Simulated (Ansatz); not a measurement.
Z-matrix (Å, degrees):
```
C
C 1 1.499
H 1 1.089 2 109.7
H 1 1.089 2 109.7 3 -120.5
H 1 1.091 2 108.3 3 119.8
F 2 1.343 1 111.0 3 -179.1
F 2 1.343 1 111.0 3 -60.4
Cl 2 1.781 1 112.0 3 60.2
```

Total charge 0; spin multiplicity 1.

Q: List the r2SCAN/def2-TZVPP orbital energies in eV (Ansatz). (Estimate.)

A: Ansatz gave: Occupied: -2753.71, -667.23, -667.23, -279.30, -273.80, -255.10, -193.71, -193.46, -193.46, -34.02, -32.28, -22.78, -20.22, -16.95, -14.89, -14.02, -13.61, -11.51, -11.28, -10.93, -10.58, -10.19, -9.24, -8.21, -8.17. Lowest empty: -0.38, 1.62, 2.02, 2.60, 3.33, 3.46, 4.00, 5.15.
